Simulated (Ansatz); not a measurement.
C5H7F can be A, `C=CC(=C)CF`, or B, `C#CC(C)(C)F`.

Gas-phase electronic energies from Ansatz, PBE0-D4/def2-TZVP geometries. CCSD(T)/CBS is the MP2 limit (def2-TZVPP, def2-QZVPP) plus CCSD(T) − MP2 in def2-TZVPP, frozen cores. DFT in def2-TZVPP. B3LYP here is the variant with VWN-RPA as its local correlation; programs differ in this. One conformer a species, not always the lowest.

(1) Which is lower in electronic energy at CCSD(T)/CBS, and by how much? (Best estimate.)

(2) Give E(B) − E(A) in kJ/mol with MP2/def2-TZVPP, B2PLYP, CCSD/def2-TZVPP, HF/def2-TZVPP, B3LYP, PBE0-D4, CCSD(T)/def2-TZVPP. (Best estimate.)

Largest T1 diagnostic: 0.011.

Results:

(1) Computed: A, by 42.6 kJ/mol.

(2) Ansatz gave: MP2/def2-TZVPP 30.0, B2PLYP 44.9, CCSD/def2-TZVPP 41.4, HF/def2-TZVPP 48.7, B3LYP 55.7, PBE0-D4 56.1, CCSD(T)/def2-TZVPP 42.7. None reverses the order clearly.

In def2-TZVPP, CCSD(T) changes the Hartree–Fock value by −6.0 kJ/mol (the triples alone add +1.3 kJ/mol) and MP2 by −18.7 kJ/mol.
